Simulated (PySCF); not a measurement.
Simulated outer-valence photoelectron spectrum of `NC/C=C\Cl`. Method: EOM-IP-CCSD/aug-cc-pVDZ in PySCF, restricted Hartree–Fock reference, frozen core, non-relativistic, gas phase, PBE0-D3(BJ)/def2-SVP geometry.

Each root has a Gaussian of 0.8 eV full width with its one-hole share as area; cross sections and vibrations are left out, and the highest printed point is 100.

(ionisation energy (eV), intensity): (8.4, 1), (8.6, 3), (8.8, 12), (9.0, 29), (9.2, 55), (9.4, 78), (9.6, 87), (9.8, 77), (10.0, 53), (10.2, 28), (10.4, 11), (10.6, 6), (10.8, 10), (11.0, 24), (11.2, 42), (11.4, 51), (11.6, 45), (11.8, 30), (12.0, 23), (12.2, 35), (12.4, 65), (12.6, 94), (12.8, 100), (13.0, 80), (13.2, 58), (13.4, 51), (13.6, 54), (13.8, 51), (14.0, 42), (14.2, 40), (14.4, 52), (14.6, 70), (14.8, 82), (15.0, 79), (15.2, 61), (15.4, 37), (15.6, 17), (15.8, 6), (16.0, 1), (16.2, 0)

Problem. Where are the maxima, and how many lines lie under the curve?

Solution. 5 maxima, at 9.6, 11.4, 12.7, 13.7 and 14.9 eV, from 8 lines. At this width some lines have no maximum of their own.

Problem. List the lines with their holes.

Solution. 
```json
{"E (eV)": "9.40", "leading hole (HF orbital)": "HOMO", "area": "0.96", "Koopmans (eV)": "9.75"}
{"E (eV)": "9.78", "leading hole (HF orbital)": "HOMO-1", "area": "0.95", "Koopmans (eV)": "10.98"}
{"E (eV)": "11.42", "leading hole (HF orbital)": "HOMO-2", "area": "0.95", "Koopmans (eV)": "12.39"}
{"E (eV)": "12.67", "leading hole (HF orbital)": "HOMO-3", "area": "0.95", "Koopmans (eV)": "13.67"}
{"E (eV)": "12.78", "leading hole (HF orbital)": "HOMO-4", "area": "0.95", "Koopmans (eV)": "13.90"}
{"E (eV)": "13.69", "leading hole (HF orbital)": "HOMO-5", "area": "0.95", "Koopmans (eV)": "14.86"}
{"E (eV)": "14.64", "leading hole (HF orbital)": "HOMO-6", "area": "0.95", "Koopmans (eV)": "15.97"}
{"E (eV)": "15.08", "leading hole (HF orbital)": "HOMO-7", "area": "0.94", "Koopmans (eV)": "16.36"}
```

The widest gap, 1.64 eV, lies between 9.78 and 11.42 eV. Only orbitals with −ε under 21 eV, eight at most, were ionised, so the high end of the curve may lack lines.

The values belong to the conformer `[NH2:1][CH2:2]/[CH:3]=[CH:4]\[Cl:5]`: N1–C2–C3–C4 -138°, H–N1–C2–C3 -175°, H–N1–C2–C3 68°.
